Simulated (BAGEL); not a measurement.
# singlet [C3H3]− at 5 levels

Wanted: a comparison of 5 runs (HF/STO-3G, B3LYP/6-31G*, B3LYP/def2-SVPD, PBE0/def2-SVPD, RI-MP2/def2-SVPD) of singlet [C3H3]−. 

The calculation is run with BAGEL 1.2.2.

**1. The system as given**

The species is [C3H3]− (6 atoms), meant as a singlet with charge -1. As SMILES of the parent species, `[CH]1C=C1`. Geometry: relaxed at GFN2-xTB. That shape belongs to the parent species and isn't relaxed for this state.

Bond lengths: C1–C2 1.466 Å, C1–C3 1.467 Å, C2–C3 1.322 Å, C1–H4 1.078 Å, C2–H5 1.063 Å, C3–H6 1.063 Å. Angles: C1–C2–C3 63.2°, C2–C1–C3 53.6°, C1–C3–C2 63.2°, C1–C2–H5 148.2°, C3–C2–H5 148.5°, C2–C1–H4 128.1°, C3–C1–H4 128.1°, C1–C3–H6 148.2°, C2–C3–H6 148.5°.

**2. The energy at HF/STO-3G (density fitting with qzvpp-jkfit) (run 1)**

Input file hf.json:

```json
{ "bagel": [

{
  "title": "molecule",
  "basis": "sto-3g",
  "df_basis": "qzvpp-jkfit",
  "angstrom": true,
  "geometry": [
    { "atom": "C", "xyz": [      -0.676090,      -0.526070,      -0.395270 ] },
    { "atom": "C", "xyz": [       0.579870,       0.227280,      -0.456390 ] },
    { "atom": "C", "xyz": [       0.160520,      -0.133930,       0.743790 ] },
    { "atom": "H", "xyz": [      -1.668900,      -0.184210,      -0.639310 ] },
    { "atom": "H", "xyz": [       1.299980,       0.737030,      -1.049980 ] },
    { "atom": "H", "xyz": [       0.304610,      -0.120110,       1.797160 ] }
  ]
},

{ "title": "hf", "charge": -1 },

{ "title": "print", "file": "orbitals.molden", "orbitals": true }

]}
```

Started as:

```console
$ BAGEL_NUM_THREADS=1 BAGEL hf.json > hf.out
```

Output:

```text
* using 1 threads per process

  ===============================================================
  ===============================================================

  *** Geometry ***

  { "atom" : "C", "xyz" : [     -1.277625,     -0.994128,     -0.746952 ] },
  { "atom" : "C", "xyz" : [      1.095795,      0.429497,     -0.862452 ] },
  { "atom" : "C", "xyz" : [      0.303339,     -0.253091,      1.405559 ] },
  { "atom" : "H", "xyz" : [     -3.153764,     -0.348106,     -1.208121 ] },
  { "atom" : "H", "xyz" : [      2.456606,      1.392785,     -1.984175 ] },
  { "atom" : "H", "xyz" : [      0.575629,     -0.226975,      3.396140 ] },

  Number of auxiliary basis functions:      279

  Since a DF basis is specified, we compute 2- and 3-index integrals:
    o Being stored without compression. Storage requirement is 0.001 GB

  Number of basis functions:       18
  Number of electrons      :       21

    * METHOD: MOLECULE                             0.04

  *** RHF ***

  === Nuclear Repulsion ===
    57.9634742631

      * DIIS with orbital gradients will be used.

  === RHF iteration (sto-3g) ===
      0       -113.40047492          0.02498669           0.00
      1       -113.47234888          0.00453787           0.00
      2       -113.47565554          0.00122706           0.00
      3       -113.47613537          0.00028578           0.00
      4       -113.47617856          0.00007646           0.00
      5       -113.47618162          0.00000809           0.00
      6       -113.47618164          0.00000419           0.00
      7       -113.47618164          0.00000112           0.00
      8       -113.47618164          0.00000022           0.00
      9       -113.47618164          0.00000014           0.00
     10       -113.47618164          0.00000008           0.00
     11       -113.47618164          0.00000003           0.00
     12       -113.47618164          0.00000001           0.00
    * SCF iteration converged.

    * Permanent dipole moment:
           (   -0.818764,    -0.959522,    -0.574576) a.u.

    * METHOD: HF                                   0.04

    * METHOD: PRINT                                0.00

  ===============================================================
```

It took 0.24 s on 1 thread of Arm Neoverse V2, shared host.

**3. The energy at B3LYP/6-31G(d) (density fitting with qzvpp-jkfit, spherical functions) (run 2)**

Input file input.json:

```json
{ "bagel": [

{
  "title": "molecule",
  "basis": "6-31gs.json",
  "df_basis": "qzvpp-jkfit",
  "angstrom": true,
  "geometry": [
    { "atom": "C", "xyz": [      -0.676090,      -0.526070,      -0.395270 ] },
    { "atom": "C", "xyz": [       0.579870,       0.227280,      -0.456390 ] },
    { "atom": "C", "xyz": [       0.160520,      -0.133930,       0.743790 ] },
    { "atom": "H", "xyz": [      -1.668900,      -0.184210,      -0.639310 ] },
    { "atom": "H", "xyz": [       1.299980,       0.737030,      -1.049980 ] },
    { "atom": "H", "xyz": [       0.304610,      -0.120110,       1.797160 ] }
  ]
},

{
  "title": "ks",
  "xc_func": "b3lyp",
  "charge": -1
},

{
  "title": "print",
  "file": "orbitals.molden",
  "orbitals": true
}

]}
```

The basis set 6-31G* is read from a file made from the Basis Set Exchange's data (not shown).

Started as:

```console
$ BAGEL_NUM_THREADS=1 BAGEL input.json > input.out
```

Output:

```text
* using 1 threads per process

  ===============================================================
  ===============================================================

  *** Geometry ***

  { "atom" : "C", "xyz" : [     -1.277625,     -0.994128,     -0.746952 ] },
  { "atom" : "C", "xyz" : [      1.095795,      0.429497,     -0.862452 ] },
  { "atom" : "C", "xyz" : [      0.303339,     -0.253091,      1.405559 ] },
  { "atom" : "H", "xyz" : [     -3.153764,     -0.348106,     -1.208121 ] },
  { "atom" : "H", "xyz" : [      2.456606,      1.392785,     -1.984175 ] },
  { "atom" : "H", "xyz" : [      0.575629,     -0.226975,      3.396140 ] },

  Number of auxiliary basis functions:      279

  Since a DF basis is specified, we compute 2- and 3-index integrals:
    o Being stored without compression. Storage requirement is 0.005 GB

  Number of basis functions:       48
  Number of electrons      :       21

    * METHOD: MOLECULE                             0.05

  *** Kohn-Sham DFT ***

    * Removing 9910 points whose weight is below 1.00e-10
    * Grid points: 79526

  === Nuclear Repulsion ===
    57.9634742631

       - DIIS with orbital gradients will be used.

  === KS iteration (b3lyp / 6-31gs.json) ===
      0        -96.14978503          0.23087073           0.11
      1       -100.54471906          0.13634794           0.08
      2        -99.99755145          0.22022487           0.08
      3       -112.35633222          0.13415219           0.07
      4       -112.97560381          0.11969059           0.07
      5       -113.79522959          0.10544108           0.08
      6       -113.89195049          0.10294143           0.08
      7       -115.60308623          0.03701563           0.08
      8       -115.85307815          0.00586606           0.08
      9       -115.85265785          0.00588017           0.08
     10       -115.85765246          0.00129818           0.08
     11       -115.85787998          0.00060904           0.08
     12       -115.85794079          0.00006490           0.08
     13       -115.85794160          0.00001263           0.07
     14       -115.85794165          0.00000672           0.08
     15       -115.85794165          0.00000220           0.08
     16       -115.85794165          0.00000226           0.08
     17       -115.85794165          0.00000119           0.08
     18       -115.85794165          0.00000054           0.07
     19       -115.85794165          0.00000046           0.07
     20       -115.85794166          0.00000032           0.08
     21       -115.85794166          0.00000014           0.07
     22       -115.85794166          0.00000001           0.08
    * SCF iteration converged.

    * Permanent dipole moment:
           (   -0.923275,    -1.032689,    -0.631103) a.u.

    * METHOD: KS                                   1.98

    * METHOD: PRINT                                0.00

  ===============================================================
```

Wall time 2.2 s (1 thread of Arm Neoverse V2, shared host); peak memory 0.19 GiB.

Runs 3 to 4 aren't shown in full; the table further down has their settings and results.

**4. The energy at RI-MP2/def2-SVPD (density fitting with qzvpp-jkfit) (run 5)**

Input file calc.json:

```json
{ "bagel": [

{
  "title": "molecule",
  "basis": "def2-svpd.json",
  "df_basis": "qzvpp-jkfit",
  "angstrom": true,
  "geometry": [
    { "atom": "C", "xyz": [      -0.676090,      -0.526070,      -0.395270 ] },
    { "atom": "C", "xyz": [       0.579870,       0.227280,      -0.456390 ] },
    { "atom": "C", "xyz": [       0.160520,      -0.133930,       0.743790 ] },
    { "atom": "H", "xyz": [      -1.668900,      -0.184210,      -0.639310 ] },
    { "atom": "H", "xyz": [       1.299980,       0.737030,      -1.049980 ] },
    { "atom": "H", "xyz": [       0.304610,      -0.120110,       1.797160 ] }
  ]
},

{
  "title": "hf",
  "charge": -1
},

{
  "title": "mp2",
  "charge": -1,
  "ncore": 3
}

]}
```

The basis set def2-SVPD is read from a file made from the Basis Set Exchange's data (not shown).

Started as:

```console
$ BAGEL_NUM_THREADS=1 BAGEL calc.json > calc.out
```

Output:

```text
* using 1 threads per process

  ===============================================================
  ===============================================================

  *** Geometry ***

  { "atom" : "C", "xyz" : [     -1.277625,     -0.994128,     -0.746952 ] },
  { "atom" : "C", "xyz" : [      1.095795,      0.429497,     -0.862452 ] },
  { "atom" : "C", "xyz" : [      0.303339,     -0.253091,      1.405559 ] },
  { "atom" : "H", "xyz" : [     -3.153764,     -0.348106,     -1.208121 ] },
  { "atom" : "H", "xyz" : [      2.456606,      1.392785,     -1.984175 ] },
  { "atom" : "H", "xyz" : [      0.575629,     -0.226975,      3.396140 ] },

  Number of auxiliary basis functions:      279

  Since a DF basis is specified, we compute 2- and 3-index integrals:
    o Being stored without compression. Storage requirement is 0.016 GB

  Number of basis functions:       84
  Number of electrons      :       21

    * METHOD: MOLECULE                             0.07

  *** RHF ***

  === Nuclear Repulsion ===
    57.9634742631

      * DIIS with orbital gradients will be used.

  === RHF iteration (def2-svpd.json) ===
      0       -114.80181280          0.02388092           0.01
      1       -114.94008571          0.01745927           0.02
      2       -115.01074385          0.00186354           0.02
      3       -115.01295648          0.00041299           0.02
      4       -115.01323537          0.00020917           0.02
      5       -115.01333704          0.00011724           0.02
[... 11 lines of this table left out ...]
     17       -115.01338109          0.00000001           0.02
     18       -115.01338109          0.00000001           0.02
    * SCF iteration converged.

    * Permanent dipole moment:
           (   -0.916483,    -1.246817,    -0.695027) a.u.

    * METHOD: HF                                   0.34

  *** RHF ***

  === Nuclear Repulsion ===
    57.9634742631

      * DIIS with orbital gradients will be used.

  === RHF iteration (def2-svpd.json) ===
      0       -115.01338109          0.00000000           0.02
    * SCF iteration converged.

    * Permanent dipole moment:
           (   -0.916483,    -1.246817,    -0.695027) a.u.

  === DF-MP2 calculation ===

    * freezing 3 orbitals
    * 3-index integral transformation done
    * assembly done

      MP2 correlation energy:   -0.4301721897      0.01

      MP2 total energy:       -115.4435532756

    * METHOD: MP2                                  0.05

  ===============================================================
```

It took 0.62 s on 1 thread of Arm Neoverse V2, shared host.

**5. The series**

```
run                                                                 level  frozen core orbitals  energy (Eh)  HOMO energy (eV)  LUMO energy (eV)  HOMO–LUMO gap (eV)  wall time
  1                          HF/STO-3G (density fitting with qzvpp-jkfit)                     –  -113.476182              6.38             16.96               10.58     0.24 s
  2  B3LYP/6-31G* (density fitting with qzvpp-jkfit, spherical functions)                     –  -115.857942              5.34              6.85                1.51      2.2 s
  3                    B3LYP/def2-SVPD (density fitting with qzvpp-jkfit)                     –  -115.827346              3.55              5.11                1.57      4.8 s
  4                     PBE0/def2-SVPD (density fitting with qzvpp-jkfit)                     –  -115.678885              3.42              5.39                1.97      4.5 s
  5                   RI-MP2/def2-SVPD (density fitting with qzvpp-jkfit)                     3  -115.443553                 –                 –                   –     0.62 s
```

**6. What came out**

| quantity | value |
| --- | --- |
| run 5: total energy | -115.44355 Eh |
| run 5: correlation energy (3 core orbitals frozen) | -430.2 mEh |

**Reading.** Over runs 1, 2, 3, 4 the HOMO–LUMO gap runs from 1.51 eV (B3LYP/6-31G*) to 10.58 eV (HF/STO-3G). The two ends differ in method and basis. The empty levels of an anion lie above zero and hang on the basis. Totals of different functionals can't be ranked against each other. In runs 1, 2, 3, 4 the HOMO lies above zero, so the outermost electron may be held by the basis alone. In run 1 the basis is minimal, so the values are rough. All runs together took 12 s, the longest 4.8 s.
